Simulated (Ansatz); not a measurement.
The input, for Ansatz 0.2.0:

```yaml
crystal:
  periodic: [false, false, false]
  atoms:
    - {symbol: Ga, position_ang: [0.000000, 0.000000, 0.000000]}
    - {symbol: Br, position_ang: [0.000000, 0.000000, 2.042000]}
basis:
  gaussian: {orbitals: STO-3G}
total_charge: 1
magnetization: {spin_polarized: false, initial_magnetization: 1}
correlation: {active_space: {window: {electrons: 5, orbitals: 4}}}
output: {forces: true}
```

```sh
$ ansatz run in.yaml --threads 1 --pin off --events-out ev --progress --plain --max-ram 2393MiB
```

Output:

```
353 factors; integrals over basis functions are off by at most 1.5e-5 eV
mean field evaluation 1: about -120962.8087 eV, gradient 2.2e1 eV
mean field evaluation 2: about -120962.8142 eV, gradient 2.2e1 eV
mean field evaluation 4: about -120966.2569 eV, gradient 6.0e0 eV
mean field evaluation 8: about -120966.7895 eV, gradient 4.5e0 eV
mean field evaluation 16: about -120966.8431 eV, gradient 1.9e0 eV
mean field evaluation 32: about -120966.9232 eV, gradient 7.1e-3 eV
mean field evaluation 64: about -120966.8543 eV, gradient 9.4e-5 eV
mean field -120966.97745937 eV, -4445.4544272696 hartree, gradient 3.6e-6 eV, S^2 0.750000; 11 other end points of the search recorded, 0 dependent functions left out
reference -120966.97745937 eV, -4445.4544272696 hartree; 33, 32 occupied and 3, 4 virtual orbitals, 353 factors
state -120967.37534450 eV, -4445.4690492785 hartree
the calculation of the forces begins
Total energy: -120967.37534450 eV, -4445.4690492785 hartree
Atom 0 at     0.000000     0.000000     0.000000 Å, force     0.000000     0.000000    -5.720741 eV/Å
Atom 1 at     0.000000     0.000000     2.042000 Å, force    -0.000000    -0.000000     5.720741 eV/Å
Dipole moment:    -0.000000     0.000000    -0.418560 e Å
```

Natural occupations: 1.9872 1.9621 0.9996 0.0511.

Forces (eV/Å):
```
Ga   0.000  0.000 -5.721
Br   0.000  0.000  5.721
```

Ran on 1 thread of Arm Neoverse V1, shared host: 4.3 s wall, 0.23 GiB peak host memory.
